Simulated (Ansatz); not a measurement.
hcp Cd, treated with PBE-D4 in Ansatz (plane waves, PAW).

Numerical settings: plane-wave cutoff 520 eV, 24×24×10 k mesh (along the axes of the cell as run), Fermi–Dirac smearing 0.05 eV, scalar-relativistic PAW data made under PBE.

Energies at three volumes about the minimum:

| V (Å³/atom) | E − E_lowest (meV/atom) |
|---|---|
| 21.121 | 1.43 |
| 21.552 | 0.00 |
| 21.983 | 1.30 |

**Question.** Fit a parabola by hand: where is the minimum, and what is the bulk modulus?

**Answer.** Slopes: (0.00 − 1.43)/(21.552 − 21.121) = -3.318 and (1.30 − 0.00)/(21.983 − 21.552) = 3.016 meV/Å³. Curvature E″ = 2 × (3.016 − (-3.318))/(21.983 − 21.121) = 14.696 meV/Å⁶. From the middle of the first interval, the slope vanishes at V0 = 21.3365 − (-3.318)/14.696 = 21.562 Å³/atom. B = V0 E″ = 21.562 × 14.696 meV/Å³ × 0.1602 GPa per meV/Å³ = 50.8 GPa. The full Birch–Murnaghan fit to all volumes gives V0 = 21.553 Å³/atom and B0 = 50.5 GPa.

Shape and atoms are relaxed at each volume.

Measured, for comparison: bulk modulus 53.8 GPa (zero-point energy and finite temperature contributions removed, our sources range from 50.7 to 53.8; as tabulated in doi:10.1021/acs.jctc.3c00612). Computed (rounded) less measured: bulk modulus -6 % (-0.4 % to -6 % over the range).

Note: the bulk modulus comes from volumes at which shape and atoms were relaxed.

Ansatz is a first-principles code.
